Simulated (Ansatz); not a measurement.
Consider the hydrogenolysis of a C–F bond: `CNC(O)F` + H₂ → `CNCO` + H–F.

Computed with Ansatz on PBE0-D4/def2-TZVP structures; ΔE is electronic, products minus reactants. CBS: MP2 limit from def2 TZ/QZ plus the TZ coupled-cluster correction, frozen cores. This one scheme is used for every species. Each species was taken in one conformer, which may not be the lowest.

| species | CCSD(T)/CBS(def2) energy (Eh) |
| --- | --- |
| `CNC(O)F` | -309.37655 |
| H₂ | -1.17544 |
| `CNCO` | -210.17507 |
| H–F | -100.39570 |

(1) Work out ΔE.

Largest T1 diagnostic among the species: 0.011.

Answers

(1) ΔE = (-210.17507) + (-100.39570) − (-309.37655) − (-1.17544) = -0.01878 Eh = -11.8 kcal/mol.

The D4 term adds +0.8 kcal/mol with B3LYP and +0.4 kcal/mol with PBE0; it sums over pairs of atoms, weighted by their polarisabilities, and B3LYP, whose exchange is more repulsive, gets the larger term. From PBE to PBE0 (25 % exact exchange), in def2-TZVPP and without D4, ΔE moves by −1.2 kcal/mol.

B3LYP here is the variant with VWN-RPA as its local correlation; programs differ in this.
